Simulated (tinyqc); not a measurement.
Extended Hueckel theory, for N2+, step by step. The parameters take no account of the charge, which enters only through the electron count. One step of it, computed by the program tinyqc.

Question. Mulliken analysis. P = C n C^T; charge = valence electrons (N 5) minus the sum of (P S)_ii on the atom; overlap population = 2 sum P_ij S_ij between two atoms.

coefficients, order 1N 2s, 1N 2px, 1N 2py, 1N 2pz, 2N 2s, 2N 2px, 2N 2py, 2N 2pz:
$$\begin{pmatrix}
0.604252 & 0.663833 & 0.000000 & 0.000000 & -0.181157 & 0.000000 & 0.000000 & 0.886761 \\
0.000000 & 0.000000 & 0.556189 & 0.320324 & 0.000000 & 0.535091 & 0.591263 & 0.000000 \\
0.000000 & 0.000000 & -0.320324 & 0.556189 & 0.000000 & 0.591263 & -0.535091 & 0.000000 \\
0.000587 & -0.308384 & 0.000000 & 0.000000 & 0.639370 & 0.000000 & 0.000000 & 1.032050 \\
0.604252 & -0.663833 & 0.000000 & 0.000000 & -0.181157 & 0.000000 & 0.000000 & -0.886761 \\
0.000000 & 0.000000 & 0.556189 & 0.320324 & 0.000000 & -0.535091 & -0.591263 & 0.000000 \\
0.000000 & 0.000000 & -0.320324 & 0.556189 & 0.000000 & -0.591263 & 0.535091 & 0.000000 \\
-0.000587 & -0.308384 & 0.000000 & 0.000000 & -0.639370 & 0.000000 & 0.000000 & 1.032050
\end{pmatrix}$$

occupations: [2.000000, 2.000000, 2.000000, 2.000000, 1.000000, 0.000000, 0.000000, 0.000000]

overlap S, order 1N 2s, 1N 2px, 1N 2py, 1N 2pz, 2N 2s, 2N 2px, 2N 2py, 2N 2pz:
$$\begin{pmatrix}
1.000000 & 0.000000 & 0.000000 & 0.000000 & 0.368659 & 0.000000 & 0.000000 & -0.386603 \\
0.000000 & 1.000000 & 0.000000 & 0.000000 & 0.000000 & 0.213730 & 0.000000 & 0.000000 \\
0.000000 & 0.000000 & 1.000000 & 0.000000 & 0.000000 & 0.000000 & 0.213730 & 0.000000 \\
0.000000 & 0.000000 & 0.000000 & 1.000000 & 0.386603 & 0.000000 & 0.000000 & -0.332313 \\
0.368659 & 0.000000 & 0.000000 & 0.386603 & 1.000000 & 0.000000 & 0.000000 & 0.000000 \\
0.000000 & 0.213730 & 0.000000 & 0.000000 & 0.000000 & 1.000000 & 0.000000 & 0.000000 \\
0.000000 & 0.000000 & 0.213730 & 0.000000 & 0.000000 & 0.000000 & 1.000000 & 0.000000 \\
-0.386603 & 0.000000 & 0.000000 & -0.332313 & 0.000000 & 0.000000 & 0.000000 & 1.000000
\end{pmatrix}$$

Give: charges; Overlap populations.

Answer.

charges: 1N 0.500, 2N 0.500

Overlap populations:
```
pair     value
2-1   1.217570
```
